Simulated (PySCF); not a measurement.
**Vibration and rotation of AlCl**

RHF-CCSD(T) constants of AlCl, ¹Σ⁺ (singlet), closed shell (PySCF, spin-free X2C with a Gaussian nucleus, basis sets Al jorge-DZP-DKH, Cl jorge-DZP-DKH; masses 26.9815 and 34.9689 u):

- ωe: 468.7 cm⁻¹
- ωexe: 1.77 cm⁻¹
- Be: 0.23403 cm⁻¹
- αe: 0.00141 cm⁻¹
- D (centrifugal): 2.33e-07 cm⁻¹
- De to Al + Cl: 4.74 eV

Problem. Estimate the standard entropy (1 bar) and heat capacity of the ideal gas at 298.15 K, rigid rotor with B0 and harmonic oscillator at the fundamental.

Solution. Translation (Sackur–Tetrode, M = 61.95 u): 160.3 J/(mol K). Rotation: q = kT/(σB0) = 888 with σ = 1, 64.8. Vibration: x = hcν0/kT = 2.24, 3.14. S° = 228.2 J/(mol K); Cp = 7R/2 + 5.55 = 34.7 J/(mol K).

Measured values (Huber and Herzberg, Constants of Diatomic Molecules (1979)): ωe = 481.3 cm⁻¹, ωexe = 1.95 cm⁻¹, Be = 0.24393012 cm⁻¹, αe = 0.00161113 cm⁻¹.

Correlated steps freeze 10 core orbitals. Correlated levels converge slowly with the basis: in double zeta they bind strong bonds too weakly, by up to about 1 eV, and carry superposition errors of some tenths. Where the molecule has an RHF reference, its open-shell atoms are computed with UHF.
